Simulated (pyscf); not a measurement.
cyclic H₃AsOSi (SMILES O1[SiH2][AsH]1) + hydrogen (H₂) → H₃Si–O–AsH₂ (concerted two-bond exchange; singlet surface; As–Si, H–H broken, As–H, H–Si formed). PySCF, gas phase, ωB97X-D3(BJ)/def2-SVP geometries. Energies in kcal/mol from the separated reactants.

```json
[
 {"level": "PBE/def2-TZVP", "barrier": "30.1", "reaction energy": "-26.1"},
 {"level": "r²SCAN/def2-TZVP", "barrier": "31.5", "reaction energy": "-29.7"},
 {"level": "B3LYP-D3(BJ)/def2-TZVP", "barrier": "32.9", "reaction energy": "-32.9"},
 {"level": "PBE0-D3(BJ)/def2-TZVP", "barrier": "30.7", "reaction energy": "-31.9"},
 {"level": "M06-2X/def2-TZVP", "barrier": "(withheld)", "reaction energy": "-33.0"},
 {"level": "HF/def2-TZVP", "barrier": "(withheld)", "reaction energy": "(withheld)"}
]
```

Fill in the missing entries.


- M06-2X/def2-TZVP, barrier: 34.5
- HF/def2-TZVP, barrier: 43.6
- HF/def2-TZVP, reaction energy: -44.2

The functionals in the table span 4.4 kcal/mol in this barrier, from PBE to M06-2X. At the saddle there is also a short H–Si contact that neither side keeps. cyclic H₃AsOSi (SMILES O1[SiH2][AsH]1) lies 11.7 kcal/mol over its isomer HO–SiH=AsH (electronic energy, ωB97M-D3(BJ)/def2-TZVP). H₃Si–O–AsH₂ lies 10.7 kcal/mol over its isomer HO–SiH₂–AsH₂ (electronic energy, ωB97M-D3(BJ)/def2-TZVP). One saddle was located; it need not be the lowest between these sides. Elements up to Kr have no core potential and no relativistic terms here.
